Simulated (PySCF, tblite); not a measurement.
Species: C4H7OP.
Z-matrix (Å and degrees, GFN2-xTB geometry), rows numbered from 1:
```
C 
P   1  1.6610
C   2  1.8949  1  100.93
C   3  1.4977  2  107.41  1    58.91
C   4  1.5071  3  114.36  2    83.13
O   4  1.2070  3  122.43  2   -94.22
H   1  1.0783  2  123.73  3    -1.86
H   1  1.0768  2  119.65  3   179.68
H   3  1.0908  2  108.02  1   -61.00
H   3  1.0900  2  107.96  1   179.78
H   5  1.0867  4  110.34  3  -169.21
H   5  1.0893  4  109.79  3   -47.63
H   5  1.0887  4  109.26  3    70.87
```

Computed with CAM-B3LYP/def2-SVPD in PySCF (dipole) on a GFN2-xTB geometry, gas phase.

Masses are those of the commonest isotopes; rigid-rotor values at the optimised geometry. The values belong to one conformer with, in the numbering `[CH2:1]=[P:2][CH2:3][C:4]([CH3:5])=[O:6]`, C1–P2–C3–C4 59°, P2–C3–C4–C5 83°.

Q: What are A, B and C (MHz)?

A: Ia = 105.81, Ib = 246.17, Ic = 287.67 u·Å²; 505379 MHz·u·Å²/I gives A = 4776, B = 2053, C = 1757 MHz.

Q: What kind of rotor is it?

A: An asymmetric top: κ = (2 × 2053 − 4776 − 1757)/(4776 − 1757) = -0.80.

Q: Is it planar, by Δ = Ic − Ia − Ib?

A: Not planar: Δ = Ic − Ia − Ib = -64.31 u·Å². For a rigid frame Δ = −2 Σ m c², so Σ m c² = 32.15 u·Å² lies off the ab plane: 10.21 from hydrogen and 21.95 from heavier atoms. The atom farthest from that plane is 1.87 Å away.

Q: Give the other two planar moments, Paa and Pbb, and the rms extents of the mass along the axes.

A: Paa = Σ m a² = (Ib + Ic − Ia)/2 = 214.01 and Pbb = Σ m b² = (Ia + Ic − Ib)/2 = 73.65 u·Å². With the mass M = 102.02 u, the rms extents √(P/M) along a, b and c are 1.45, 0.85, 0.56 Å.

Q: Where do the levels up to J = 4 lie, in MHz?

A: Above 0(0,0):
J = 1: 1(0,1) 3810, 1(1,1) 6533, 1(1,0) 6829
J = 2: 2(0,2) 11407, 2(1,2) 13857, 2(1,1) 14745, 2(2,1) 22915, 2(2,0) 22938
J = 3: 3(0,3) 22745, 3(1,3) 24828, 3(1,2) 26604, 3(2,2) 34345, 3(2,1) 34458, 3(3,1) 48716, 3(3,0) 48717
J = 4: 4(0,4) 37764, 4(1,4) 39432, 4(1,3) 42386, 4(2,3) 49566, 4(2,2) 49901, 4(3,2) 63998, 4(3,1) 64006, 4(4,1) 84060, 4(4,0) 84060

Q: Predict some low-J microwave lines.

A: The dipole components are |μa| = 0.33 D, |μb| = 2.06 D, |μc| = 0.20 D. Intensities carry the squares of the components, which stand as 0.03 : 1.00 : 0.01 (a : b : c). Some lines, for components of 0.1 D or more:

```
type  branch         J(Ka,Kc)    MHz  lower level (cm⁻¹)
   a       Q  2(1,1) ← 2(1,2)    888               0.462
   c       Q  2(1,2) ← 2(0,2)   2450               0.380
   c       Q  1(1,1) ← 1(0,1)   2723               0.127
   b       Q  2(1,1) ← 2(0,2)   3339               0.380
   a       R  1(0,1) ← 0(0,0)   3810               0.000
   b       R  2(0,2) ← 1(1,1)   4873               0.218
   b       R  1(1,1) ← 0(0,0)   6533               0.000
   c       R  1(1,0) ← 0(0,0)   6829               0.000
   a       R  2(1,2) ← 1(1,1)   7323               0.218
   a       R  2(1,1) ← 1(1,0)   7916               0.228
   c       Q  2(2,1) ← 2(1,1)   8170               0.492
   b       R  2(2,1) ← 1(1,0)  16086               0.228
   c       R  2(2,0) ← 1(1,0)  16109               0.228
   c       R  2(2,1) ← 1(1,1)  16382               0.218
```

Q: Estimate the classical rotational partition function at 10 K, 25 K and 200 K.

A: Point group C1, symmetry number σ = 1; q = (√π/σ)·√((kT/h)³/(ABC)), k/h = 20836.6 MHz/K: 1280 at 10 K, 5080 at 25 K, 115000 at 200 K.

Its GFN2-xTB frequencies are all real (lowest 57 cm⁻¹). These are rigid-rotor constants of the computed structure; measured ground-state constants (B0) also hold zero-point vibration. A rigid rotor knows nothing of internal rotation, which can split or shift real lines.
